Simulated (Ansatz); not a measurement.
Results of HSE06 (plane waves, PAW; Ansatz, a quantum-chemistry and plane-wave program) for bcc Mo.

Numerical settings: plane-wave cutoff 460 eV, 14×14×14 k mesh, Fermi–Dirac smearing 0.05 eV, no spin polarisation, scalar-relativistic PAW data made under PBE.

Computed points:

```csv
V (Å³/atom),E − E_lowest (meV/atom),P (GPa)
14.654,38.64,16.77
15.040,9.25,7.84
15.437,0.00,-0.20
15.811,8.38,-6.84
16.197,32.23,-12.85
```

Q: Estimate the bulk modulus from the pressures at 15.040 and 15.811 Å³/atom, and compare it with a fit to all energies.

A: B = −V dP/dV. Between V = 15.040 and 15.811 Å³/atom, dP/dV = (-6.84 − (7.84))/(15.811 − 15.040) = -19.0 GPa per Å³/atom; at the midpoint 15.425 Å³/atom this gives B ≈ 294 GPa. The third-order Birch–Murnaghan fit gives V0 = 15.427 Å³/atom, B0 = 293 GPa, B′ = 4.3, which lies within 1 % of that estimate.

Measured, for comparison: bulk modulus 265 GPa (zero-point energy and finite temperature contributions removed, our sources range from 265 to 278; as tabulated in doi:10.1021/acs.jctc.3c00612); equilibrium volume per atom 15.49 Å³/atom (static lattice: zero-point anharmonic expansion removed; as tabulated in Mejia-Rodriguez and Trickey (2018), arXiv:1807.09216). Computed (rounded) less measured: bulk modulus +11 % (+5 % to +11 % over the range), equilibrium volume per atom -0.4 %.

The computed numbers hold no vibrational or temperature effects.

Computing time: around 12 core-minutes (rough).
